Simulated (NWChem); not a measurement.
HN2 (+1)

SMILES: N#[NH+]
```xyz
3

N      0.0000     0.0000     0.6525
N      0.0000     0.0000    -0.4404
H      0.0000     0.0000    -1.4847
```
Charge +1, spin multiplicity 1.

Everything below was run with NWChem. The geometry was optimised at PBE0/def2-SVP, a minimum by its harmonic frequencies.

Symmetry labels belong to the abelian group C2v used in the runs, with the axes of the coordinates shown; states degenerate in a higher group split over its labels.

The correlated methods keep 2 core orbitals frozen. The structure started from a generated list of species.

Task: List the 4 singlet excitations that EOM-CCSD/aug-cc-pVDZ, 2 core orbitals frozen gives, with oscillator strengths.

Result: 
```
state  symmetry  energy (eV)  wavelength (nm)      f
-----  --------  -----------  ---------------  -----
1            a2        10.26              121  0.000
2            b2        10.45              119  0.038
3            b1        10.45              119  0.038
4            a1        10.71              116  0.000
```
These are the lowest roots of each symmetry, so higher states are missing between them.
